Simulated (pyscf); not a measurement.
Thermochemistry of product channels of O=V(F)(F)–F + HCl on the singlet surface, in eV, from ωB97M-D3(BJ)/def2-TZVP energies (ideal gas, 1 atm, RRHO with modes under 100 cm⁻¹ raised to 100, one conformer, R ln 2 for chiral ones without a mode under 150 cm⁻¹). PySCF, gas phase, ωB97X-D3(BJ)/def2-SVP geometries.

| products | ΔE | ΔH(298 K) | ΔG(298 K) | ΔG(1200 K) |
|---|---|---|---|---|
| HO–V(F)(F)(F)–Cl | +0.67 | +0.78 | +1.19 | +2.37 |
| O=V(F)(F)–Cl + HF | +0.15 | +0.20 | +0.17 | +0.08 |

These are energies of the channels, which say nothing of barriers.
